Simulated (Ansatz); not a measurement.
# ClH4Si: the cost of one run

Method: UKS PBE0-D4/6-31G*, in Ansatz 0.2.0.

## 1. The system as given

Bond lengths: Si2–Cl3 2.023 Å, Si2–H5 1.451 Å, Si2–H6 1.451 Å. Angles: Cl3–Si2–H5 110.0°, Cl3–Si2–H6 110.1°, H5–Si2–H6 113.6°.

Structure file:

```xyz
6

H    -0.8626    0.5688    0.8362
Si    0.4688   -0.2947   -0.1646
Cl   -0.2350    0.0801   -2.0233
H    -1.6114    1.0380    1.2531
H     1.7655    0.3319    0.0117
H     0.4747   -1.7241    0.0869
```

## 2. Pulling towards end A

Springs on the bonds that form and break draw the guess towards this end; the thresholds are loose.

File input.yaml:

```yaml
crystal:
  periodic: [false, false, false]
  atoms:
    - { symbol: H, position_ang: [-0.8626, 0.5688, 0.8362] }
    - { symbol: Si, position_ang: [0.4688, -0.2947, -0.1646] }
    - { symbol: Cl, position_ang: [-0.235, 0.0801, -2.0233] }
    - { symbol: H, position_ang: [-1.6114, 1.038, 1.2531] }
    - { symbol: H, position_ang: [1.7655, 0.3319, 0.0117] }
    - { symbol: H, position_ang: [0.4747, -1.7241, 0.0869] }
magnetization:
  spin_polarized: true
  initial_magnetization: 1
basis:
  gaussian: { orbitals: "6-31G*" }
hamiltonian:
  xc: pbe0
  dispersion: d4
relax:
  f_tol: 0.15
  max_steps: 25
  restrain:
    - { distance: [0, 3], at: 1.92, k: 30.0 }
    - { distance: [1, 0], at: 1.42, k: 30.0 }
```

Command:

```
> ansatz run input.yaml --threads 1 --pin off --max-ram 2048MiB --backend cpu --events-out ev --progress --plain --runs-dir out
```

**Question.** How long does this run take on 1 thread of Intel Xeon 6975P-C (Granite Rapids), shared host, and how much memory does it need?

About 6.6 s, with a peak of 0.13 GiB.
